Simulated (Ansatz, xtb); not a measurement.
**A geometry optimisation of C2H2F3+ with r2SCAN-D4/def2-SVP**

The starting geometry of this gas-phase singlet has its atoms placed at random.

```xyz
7

C     0.5732   -0.3135    1.6970
C     1.2498   -0.3216   -0.4261
F     0.1133    0.0550   -1.2362
F     0.7398    0.8785   -0.2030
F     1.2643   -1.6919    0.7004
H    -0.3468    0.5095   -0.4429
H    -0.1922    0.6643    0.7964
```

One run relaxed it with r2SCAN-D4/def2-SVP. What is a likely outcome?

It loosens into CHF + CF + FH, which stay close as a complex (formulas without charges). Contacts that open: C2–F3 (1.45 → 2.09 Å). Contacts that close: C1–F5 (1.84 → 1.30 Å), C1–H7 (1.53 → 1.13 Å).

The energy falls by 15.81 eV over 40 steps:

```csv
step,E − E(last) (eV)
1,15.808
5,1.544
10,0.249
14,0.072
18,0.028
23,0.017
27,0.009
31,0.003
36,0.000
40,0.000
```

Final geometry (Å):

```xyz
7

C     0.2445   -0.6749    2.1011
C     1.6037   -0.1858   -0.9766
F    -0.3068    0.6290   -0.7339
F     2.2058    0.8474   -0.8540
F     1.2496   -0.4499    1.3086
H    -0.9417    0.4050   -1.3908
H    -0.6536   -0.7905    1.4314
```

From the same start GFN2-xTB reaches the same bonding as this run.

From so rough a start the end depends on the optimiser's path, so another program may land elsewhere. No frequencies were run, so the end isn't proven a minimum. Run with Ansatz 0.2.0, 3.2 min on 1 thread of Arm Neoverse N1, with other jobs on the host.
